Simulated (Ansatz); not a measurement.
This geometry of H$_{5}$OSSi (8 atoms, charge 1, multiplicity 1) is a first-order saddle point.

Theory: RKS B3LYP-D4/def2-SVP in Ansatz 0.2.0.

```xyz
8
Properties=species:S:1:pos:R:3
Si -0.791 0.725 -0.696
O 0.568 -0.161 0.179
S 0.361 -1.789 0.916
H -1.280 -0.344 -1.586
H -0.004 1.808 -1.317
H -1.714 1.130 0.381
H 1.337 0.340 0.512
H 1.524 -1.708 1.610
```

Question: Which two structures does it join? (They come from a converged band through this point; their orientation in space is the band's.)

Answer: No bond is made or broken. The dihedral H7–O2–S3–H8 goes from -96 to 96°. The two ends are copies of one structure, up to a mirror image or an exchange of like atoms.

First end point:

```xyz
8
Properties=species:S:1:pos:R:3
Si -0.745 0.643 -0.669
O 0.636 0.039 0.400
S 0.482 -1.297 1.543
H -1.035 -0.552 -1.483
H -0.044 1.752 -1.348
H -1.788 1.029 0.300
H 1.434 0.584 0.553
H 1.060 -2.199 0.704
```

Last end point:

```xyz
8
Properties=species:S:1:pos:R:3
Si -0.746 0.644 -0.666
O 0.728 -0.105 0.158
S 0.778 -1.763 0.762
H -0.980 -0.240 -1.823
H -0.189 1.979 -0.968
H -1.753 0.577 0.408
H 1.615 0.301 0.079
H 0.546 -1.394 2.051
```

Question: How far does it lie above each of them?

Answer: 6.4 kcal/mol above the first and 6.4 kcal/mol above the second. This is the barrier of this one path; another mechanism may lie lower. Limits of this set-up: the dipole of an ion depends on the origin.

The run took 10 min on 1 thread of Intel(R) Xeon(R) Processor @ 2.50GHz (Skylake/Cascade Lake), with other jobs on the host, peak memory 0.15 GiB.
